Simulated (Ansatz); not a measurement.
C$_{2}$H$_{2}$F$_{2}$ (`F/C=C\F`). The species carries charge 0 and has multiplicity 1. All single points use the PBE0-D4/def2-TZVP geometry.

```xyz
6

F     1.379    0.397   -0.974
C     0.487    0.451    0.010
C    -0.528   -0.389    0.103
F    -0.743   -1.359   -0.780
H     0.655    1.238    0.733
H    -1.250   -0.339    0.907
```

Q: What is the dipole moment at B3LYP/def2-TZVPP? (Best estimate.)

A: Ansatz gave: 2.26 D, with components (-0.69, 1.04, 1.89) D in this frame, pointing from negative to positive charge.

Q: And with PBE, r2SCAN, ωB97M-V? (Estimate.)

A: Computed: PBE 2.03 D, r2SCAN 2.14 D, ωB97M-V 2.26 D.

Q: Give the Mulliken charges with B3LYP, PBE, r2SCAN in def2-TZVPP. (An estimate is asked.)

A: Ansatz gave: 
| atom | B3LYP | PBE | r2SCAN |
| --- | --- | --- | --- |
| F1 | -0.19 | -0.15 | -0.19 |
| C2 | 0.08 | 0.06 | 0.09 |
| C3 | 0.08 | 0.06 | 0.09 |
| F4 | -0.19 | -0.15 | -0.19 |
| H5 | 0.11 | 0.09 | 0.09 |
| H6 | 0.11 | 0.09 | 0.09 |

B3LYP here is the variant with VWN-RPA as its local correlation; programs differ in this.
